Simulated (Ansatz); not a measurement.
**NH3 (ammonia) at 6 levels**

We compute a comparison of 6 runs (B2PLYP/3-21G, BHLYP/3-21G, PBE0/6-31G, UB3LYP/3-21G, MP2/6-31G, BCCD(T)/6-31G) of NH3 (ammonia). 

The results are computed with Ansatz 0.2.0.

48 further runs of the same task are left out: 48 set aside as unsound or not needed.

### Step 1. Starting point

NH3: 4 atoms, total charge 0, spin state singlet. SMILES: `N`. The H2–N1 distance was set to 1.519 Å, away from the relaxed value. At this shape a bond of the SMILES string is far longer than usual.

Bond lengths: N1–H3 1.013 Å, N1–H4 1.013 Å. Angles: H3–N1–H4 107.1°. A long bond or contact: N1–H2 1.519 Å.

### Step 2. A single-point energy at B2PLYP/3-21G (run 1)

in.yaml reads:

```yaml
crystal:
  periodic: [false, false, false]
  atoms:
    - {symbol: N, position_ang: [-0.350120, 0.525135, -0.208218]}
    - {symbol: H, position_ang: [0.490470, -0.301820, 0.749180]}
    - {symbol: H, position_ang: [-1.167690, -0.026275, -0.438058]}
    - {symbol: H, position_ang: [0.186710, 0.629945, -1.060348]}
basis:
  gaussian:
    orbitals: 3-21G.json
hamiltonian:
  xc: {name: B2PLYP}
correlation:
  frozen_orbitals: {H: 0, "N": 1}
accuracy: high
```

The basis set 3-21G is read from a file made from the Basis Set Exchange's data (not shown).

Started as:

```
ansatz run in.yaml --threads 1 --pin off --max-ram 3480MiB --events-out events.jsonl --progress --plain --runs-dir runs
```

The program printed:

```text
Warning: RAYON_NUM_THREADS=1 ignored (pool sized by the plan → 1); use --threads N
Functional definition: B2PLYP
  name "B2PLYP"
  parameter a = 0.53
  parameter c = 0.27
  exchange = (1 - a)*b88_x + a*exact_x
  correlation = (1 - c)*lyp_c + c*(mp2_os + mp2_ss)
290 factors; integrals over basis functions are off by at most 5.0e-9 eV
mean field evaluation 1: about -1521.8673 eV, gradient 3.4e1 eV
mean field evaluation 2: about -1521.8600 eV, gradient 3.4e1 eV
mean field evaluation 4: about -1524.4253 eV, gradient 6.4e-1 eV
mean field evaluation 8: about -1524.4276 eV, gradient 1.5e-2 eV
mean field evaluation 16: about -1524.4276 eV, gradient 2.9e-7 eV
mean field -1524.42759571 eV, -56.0216808482 hartree, gradient 2.2e-8 eV, S^2 0.000000; 0 other end points of the search recorded, 0 dependent functions left out
1 core orbitals not correlated: weight in the atoms' cores, before any rotation towards them, 1.000 or more for the frozen orbitals, at most 0.000 for the correlated occupied ones
reference -1524.42760858 eV, -56.0216813210 hartree; 4, 4 occupied and 10, 10 virtual orbitals, 290 factors
second order -4.34850748 eV of doubles, -0.00000000 eV of singles
Total energy: -1525.60170559 eV, -56.0648285906 hartree
```

Wall time 0.5 s (1 thread of Intel Xeon 6975P-C (Granite Rapids), shared host).

### Step 3. The energy at BHLYP/3-21G (run 2)

in.yaml reads:

```yaml
crystal:
  periodic: [false, false, false]
  atoms:
    - {symbol: "N", position_ang: [-0.350120, 0.525135, -0.208218]}
    - {symbol: H, position_ang: [0.490470, -0.301820, 0.749180]}
    - {symbol: H, position_ang: [-1.167690, -0.026275, -0.438058]}
    - {symbol: H, position_ang: [0.186710, 0.629945, -1.060348]}
basis:
  gaussian:
    orbitals: 3-21G.json
magnetization:
  spin_polarized: false
  initial_magnetization: 0
hamiltonian:
  xc: {name: BHLYP}
accuracy: high
```

The basis set 3-21G is read from a file made from the Basis Set Exchange's data (not shown).

Started as:

```
ansatz run in.yaml --threads 1 --pin off --max-ram 3480MiB --events-out events.jsonl --progress --plain --runs-dir runs
```

The program printed:

```text
Warning: RAYON_NUM_THREADS=1 ignored (pool sized by the plan → 1); use --threads N
Functional definition: BHLYP
  name "BHLYP"
  parameter a = 0.5
[... 1 set-up line as earlier in the session ...]
  correlation = lyp_c
290 factors; integrals over basis functions are off by at most 5.0e-9 eV
mean field evaluation 1: about -1523.9888 eV, gradient 3.5e1 eV
mean field evaluation 2: about -1523.4348 eV, gradient 3.9e1 eV
mean field evaluation 4: about -1526.7398 eV, gradient 6.4e-1 eV
mean field evaluation 8: about -1526.7368 eV, gradient 1.6e-2 eV
mean field evaluation 16: about -1526.7368 eV, gradient 1.7e-7 eV
mean field -1526.73679638 eV, -56.1065424074 hartree, gradient 8.7e-9 eV, S^2 0.000000; 0 other end points of the search recorded, 0 dependent functions left out
reference -1526.73681012 eV, -56.1065429125 hartree; 5, 5 occupied and 10, 10 virtual orbitals, 290 factors
Total energy: -1526.73681012 eV, -56.1065429125 hartree
```

Run time: 0.26 s. Hardware: 1 thread of Intel Xeon 6975P-C (Granite Rapids), shared host.

Runs 3 to 4 aren't shown in full; the table further down has their settings and results.

### Step 4. The energy at MP2/6-31G (run 5)

molecule.yaml reads:

```yaml
crystal:
  periodic: [false, false, false]
  atoms:
    - {symbol: "N", position_ang: [-0.350120, 0.525135, -0.208218]}
    - {symbol: H, position_ang: [0.490470, -0.301820, 0.749180]}
    - {symbol: H, position_ang: [-1.167690, -0.026275, -0.438058]}
    - {symbol: H, position_ang: [0.186710, 0.629945, -1.060348]}
basis:
  gaussian:
    orbitals: 6-31G
correlation:
  method: mp2
  frozen_orbitals: {H: 0, "N": 1}
accuracy: high
```

Started as:

```
ansatz run molecule.yaml --threads 1 --pin off --max-ram 3480MiB --events-out events.jsonl --progress --plain --runs-dir runs
```

The program printed:

```text
Warning: RAYON_NUM_THREADS=1 ignored (pool sized by the plan → 1); use --threads N
Functional definition: HF
  name "HF"
  exchange = exact_x
  correlation = 0
349 factors; integrals over basis functions are off by at most 9.2e-9 eV
mean field evaluation 1: about -1523.9257 eV, gradient 2.6e1 eV
mean field evaluation 2: about -1523.9239 eV, gradient 2.6e1 eV
mean field evaluation 4: about -1525.6271 eV, gradient 1.6e0 eV
mean field evaluation 8: about -1525.6456 eV, gradient 1.0e-4 eV
mean field -1525.64564027 eV, -56.0664431603 hartree, gradient 2.5e-8 eV, S^2 0.000000; 0 other end points of the search recorded, 0 dependent functions left out; unrestricted orbitals would lower it
mean field evaluation 16: about -1525.6802 eV, gradient 1.5e-1 eV
1 core orbitals not correlated: weight in the atoms' cores, before any rotation towards them, 1.000 or more for the frozen orbitals, at most 0.000 for the correlated occupied ones
reference -1525.64564027 eV, -56.0664431603 hartree; 4, 4 occupied and 10, 10 virtual orbitals, 349 factors
second order -3.55684777 eV of doubles, -0.00000000 eV of singles
Total energy: -1529.20248805 eV, -56.1971549051 hartree
```

Run time: 0.08 s. Hardware: 1 thread of Intel Xeon 6975P-C (Granite Rapids), shared host.

### Step 5. A single-point energy at BCCD(T)/6-31G (run 6)

molecule.yaml reads:

```yaml
crystal:
  periodic: [false, false, false]
  atoms:
    - symbol: "N"
      position_ang: [-0.350120, 0.525135, -0.208218]
    - symbol: H
      position_ang: [0.490470, -0.301820, 0.749180]
    - symbol: H
      position_ang: [-1.167690, -0.026275, -0.438058]
    - symbol: H
      position_ang: [0.186710, 0.629945, -1.060348]
basis:
  gaussian:
    orbitals: 6-31G
correlation:
  method: bccd_t
  frozen_orbitals: {H: 0, "N": 1}
accuracy: high
scf:
  omitted_lower_state_checks: [cluster_reference, increment]
```

Started as:

```
ansatz run molecule.yaml --threads 1 --pin off --max-ram 3480MiB --events-out events.jsonl --progress --plain --runs-dir runs
```

The program printed, cut to the lines that bear on the results:

```text
Warning: RAYON_NUM_THREADS=1 ignored (pool sized by the plan → 1); use --threads N
[... 2 set-up lines as earlier in the session ...]
[...]
349 factors; integrals over basis functions are off by at most 9.2e-9 eV
[...]
mean field -1525.64564027 eV, -56.0664431603 hartree, gradient 2.5e-8 eV, S^2 0.000000; 0 other end points of the search recorded, 0 dependent functions left out; unrestricted orbitals would lower it
1 core orbitals not correlated: weight in the atoms' cores, before any rotation towards them, 1.000 or more for the frozen orbitals, at most 0.000 for the correlated occupied ones
reference -1525.64564027 eV, -56.0664431603 hartree; 4, 4 occupied and 10, 10 virtual orbitals, 349 factors
second order -3.55684777 eV of doubles, -0.00000000 eV of singles
cycle   1  -3.79813274 eV  change   -2.4e-1 eV  update   5.9e-2
[...]
cycle  24  -4.06273348 eV  change   4.8e-11 eV  update  1.8e-10
perturbative correction -0.08149885 eV, -0.0029950276 hartree
Total energy: -1529.78987261 eV, -56.2187408895 hartree
Checks for a lower state left out: cluster_reference, increment
```

Run time: 0.12 s. Hardware: 1 thread of Intel Xeon 6975P-C (Granite Rapids), shared host.

### Step 6. Overview of the runs

```csv
run,level,frozen core orbitals,energy (Eh),wall time
1,B2PLYP/3-21G,1,-56.064829,0.5 s
2,BHLYP/3-21G,–,-56.106543,0.26 s
3,PBE0/6-31G,–,-56.375537,0.26 s
4,UB3LYP/3-21G,–,-56.152934,0.4 s
5,MP2/6-31G,1,-56.197155,0.08 s
6,BCCD(T)/6-31G,1,-56.218741,0.12 s
```

### Step 7. What came out

| quantity | value |
| --- | --- |
| run 6: total energy | -56.21874 Eh |
| run 6: correlation energy (1 core orbital frozen) | -152.3 mEh |
| run 6: (T) correction | -3.00 mEh |

What this shows: Totals of different functionals can't be ranked against each other. In runs 5, 6 the log says that unrestricted orbitals would lower the reference, so the values rest on an unstable closed-shell determinant (other closed-shell runs at this shape may share the fault). All runs together took 1.6 s, the longest 0.5 s.
